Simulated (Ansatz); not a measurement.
in.yaml

```yaml
crystal:
  periodic: [false, false, false]
  atoms:
    - {symbol: B, position_ang: [0.000000, 0.000000, 0.000000]}
    - {symbol: H, position_ang: [0.414685, 0.812495, 0.810653]}
    - {symbol: H, position_ang: [-0.424327, -0.807694, 0.810461]}
    - {symbol: H, position_ang: [-0.412812, 0.808646, -0.815443]}
    - {symbol: H, position_ang: [0.422454, -0.813448, -0.805671]}
basis:
  gaussian: {orbitals: def2-TZVPP}
total_charge: 1
correlation: {method: fci, electrons: all}
accuracy: high
output: {forces: true}
```

```sh
$ ansatz run in.yaml --threads 1 --pin off --events-out ev --progress --plain --max-ram 2393MiB
```

(1) One thing in this input was set wrong on purpose, beside settings that are merely unusual. What is the gravest fault, and what does the program do?

## Answers

(1) Too large for memory. How the run ends: out of memory.
```
1508 factors; integrals over basis functions are off by at most 3.3e-9 eV
mean field evaluation 1: about -720.3063 eV, gradient 1.2e1 eV
mean field evaluation 2: about -720.3066 eV, gradient 1.2e1 eV
mean field evaluation 4: about -720.7860 eV, gradient 4.9e-1 eV
mean field evaluation 8: about -720.7870 eV, gradient 2.3e-5 eV
mean field -720.78702107 eV, -26.4884344574 hartree, gradient 3.8e-8 eV, S^2 0.000000; 0 other end points of the search recorded, 0 dependent functions left out; unrestricted orbitals would lower it
reference -720.78702107 eV, -26.4884344574 hartree; 4, 4 occupied and 83, 83 virtual orbitals, 1508 factors
Error: with the densities for the forces the run needs 4.90 GiB of the host's memory, and 2.33 GiB are given
refused for memory
```
